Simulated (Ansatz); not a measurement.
`CC(F)Cl` + HCl → `CC(Cl)Cl` + H–F at 400 K and 1 bar (substitution at a C–F bond).

Isolated molecules relaxed with PBE0-D4/def2-TZVP in Ansatz; ΔE leaves out vibrations. CBS: MP2 limit from def2 TZ/QZ plus the TZ coupled-cluster correction, frozen cores. This one scheme is used for every species.

```json
{"species": "`CC(F)Cl`", "CCSD(T)/CBS energy (Eh)": "-638.08166", "H − E (kJ/mol)": "177.3", "S (J/(mol·K))": "315.2"}
{"species": "HCl", "CCSD(T)/CBS energy (Eh)": "-460.38127", "H − E (kJ/mol)": "29.6", "S (J/(mol·K))": "195.4"}
{"species": "`CC(Cl)Cl`", "CCSD(T)/CBS energy (Eh)": "-998.07052", "H − E (kJ/mol)": "174.5", "S (J/(mol·K))": "327.1"}
{"species": "H–F", "CCSD(T)/CBS energy (Eh)": "-100.39570", "H − E (kJ/mol)": "36.5", "S (J/(mol·K))": "182.2"}
```

H − E and S are ideal-gas, rigid-rotor, harmonic terms from PBE0-D4/def2-TZVP, for one conformer and one mirror image of each species. 1 Eh = 2625.50 kJ/mol, R = 8.31446 J/(mol·K).

Question: By hand: ΔE, ΔH, ΔS and ΔG.

Answer: ΔE = (-998.07052) + (-100.39570) − (-638.08166) − (-460.38127) = -0.00329 Eh = -8.6 kJ/mol. Δ(H − E) = 174.5 + 36.5 − 177.3 − 29.6 = 4.1, so ΔH = -4.5 kJ/mol. ΔS = 327.1 + 182.2 − 315.2 − 195.4 = -1.3 J/(mol·K). ΔG = -4.5 − 400 × (-1.3)/1000 = -4.0 kJ/mol.

Question: By hand: the equilibrium constant, and the temperature at which ΔG would vanish if ΔH and ΔS stayed fixed.

Answer: log₁₀ K = −ΔG/(RT ln 10) = 0.5. ΔG = 0 at ΔH/ΔS = 3462 K, far beyond where these terms or the molecules hold.

The number of gas molecules stays the same, so ΔS is small and ΔH decides. The sign of ΔG lies within the doubt. A doubt of 5 kJ/mol in ΔE shifts log₁₀ K by 0.7 here. Other conformers and mirror images would add mixing entropy, several J/(mol·K) or more a flexible species. These are equilibria of isolated gas molecules and say nothing of rates. Largest T1 diagnostic: 0.010 (customary marks: 0.02 for closed shells, 0.045 for open ones).
